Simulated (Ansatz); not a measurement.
Task: an active-space calculation of C2H3N, SMILES C1=CN1, with Ansatz 0.2.0, Python API. Give the script and its output. Use: SC-NEVPT2, 6-31G* basis, multiplicity 1.

```
atom    x (Å)    y (Å)    z (Å)
   C  -0.7189   0.1607  -0.3364
   C   0.5279   0.1759  -0.6492
   N   0.0913   0.7816   0.4825
   H  -1.2657  -0.6793  -0.1487
   H   1.1015  -0.7476  -0.7264
   H   0.3059   0.2447   1.3319
```

Script `cas.py`:
```python
"""Active-space calculation on C2H3N."""

from dataclasses import dataclass
import logging
import sys

import ansatz as az
from ase import Atoms

logging.basicConfig(stream=sys.stdout, format="%(name)s: %(message)s")
logger = logging.getLogger("c2h3n")
logger.setLevel(logging.INFO)


@dataclass
class Settings:
    basis_set: str = "6-31G*"


opts = Settings()

atoms = Atoms(["C", "C", "N", "H", "H", "H"], positions=[
    (-0.7189, 0.1607, -0.3364),
    (0.5279, 0.1759, -0.6492),
    (0.0913, 0.7816, 0.4825),
    (-1.2657, -0.6793, -0.1487),
    (1.1015, -0.7476, -0.7264),
    (0.3059, 0.2447, 1.3319),
])
geometry = az.Crystal.molecule_from_ase(atoms)

model = (
    geometry.calculation()
    .basis(gaussian=opts.basis_set)
    .correlation(active_electrons=4, active_orbitals=4)
)
for method in ["sc_nevpt2"]:
    report = (model if method is None else model.correlation(method)).run(threads=1).report
    space = report["configurations"]
    state = space["states"][0]
    print(method or "casscf", f"total {report['free_energy_ev'] / 27.211386246:.6f} Ha, active-space state {state['energy']['hartree']:.6f} Ha, mean field {report['reference_energy_ev'] / 27.211386246:.6f} Ha")
    print("  determinants", state["n_determinants"], " natural occupations", [round(n, 3) for n in space["natural_occupations"]])
print("effectively unpaired electrons, sum of min(n, 2 - n):", round(sum(min(n, 2 - n) for n in space["natural_occupations"]), 3))
```

```console
$ python cas.py
sc_nevpt2 total -132.113924 Ha, active-space state -131.769272 Ha, mean field -131.691353 Ha
  determinants 36  natural occupations [1.979, 1.803, 0.198, 0.021]
effectively unpaired electrons, sum of min(n, 2 - n): 0.437
```

Reading the output:
- Total energies depend on the basis set; only differences at equal settings carry meaning.
- The geometry is a force-field or estimated start, not a minimum of this method, and the basis set is short of its limit. The active space starts as a window about the frontier orbitals and is then optimised, not chosen by chemistry.
- The whole script took 1.2 s on 1 thread of Arm Neoverse V1 (shared host), peak memory 0.16 GiB.
